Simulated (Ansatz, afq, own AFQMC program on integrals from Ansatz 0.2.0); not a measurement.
## Atomization energy of GeH₄, singlet

```xyz
5

Ge    0.0000    0.0000    0.0000
H     0.8843    0.8872    0.8860
H    -0.8879   -0.8840    0.8857
H    -0.8838    0.8845   -0.8892
H     0.8874   -0.8877   -0.8825
```

Atoms in their ground-state spins without spin–orbit coupling (mostly on UHF) minus the molecule (RHF), without zero-point energy. The geometry is a stationary point, not shown to be a minimum.

Basis cc-pVDZ. Only valence electrons are correlated. AFQMC by an in-house program on the Cholesky factors that Ansatz 0.2.0 writes for its CCSD(T) run. ph-AFQMC/CISD is guided by a CISD state made of CCSD amplitudes; releasing the constraint for a short imaginary time cuts its bias at the price of noise, slowly where states lie close. Free AFQMC starts from the CCSD state and is never constrained. Its projection time is finite, and what remains of the start isn't in its error. ± is one standard error of the sampling. No spin–orbit coupling. The errors of all members are added in quadrature.

No full CI on the walks' own integrals is used here; CCSDT(Q) serves as the reference and is uncertain by about the last step of the cluster series. Each member takes its own surest rung, up to full CI.

Errors are counted within cc-pVDZ, not against nature.

Cautions: inner d shell frozen; no relativity below Rb; no spin-orbit coupling; other spins of the molecule weren't checked.

Reference (CCSDT(Q)): 12.045 eV.

```csv
level,atomization energy (eV),error against CCSDT(Q) (eV)
HF,9.649,-2.395
MP2,11.617,-0.428
CCSD,11.991,-0.053
CCSD(T),12.036,-0.009
CCSDT,12.044,-0.001
ph-AFQMC/HF,12.093 ± 0.029,0.048 ± 0.029
ph-AFQMC/CISD,12.044 ± 0.003,-0.001 ± 0.003
released AFQMC,12.049 ± 0.004,0.004 ± 0.004
free AFQMC,12.045 ± 0.008,0.000 ± 0.008
```

Correlation beyond CCSD(T) adds 0.009 eV. The perturbative (T) step is worth +0.045 eV.

Free projections are given only where their last times agree within the noise and don't stop above the reference; a slow remainder of the start can still hide under it. A walk keeps the symmetry of its determinant, which the program's search chose and which needn't be the lowest solution, so a lower state of the same spin and another symmetry isn't excluded. Released energies are given only where the last usable release times agree within the noise; a slower fall can still hide under it.
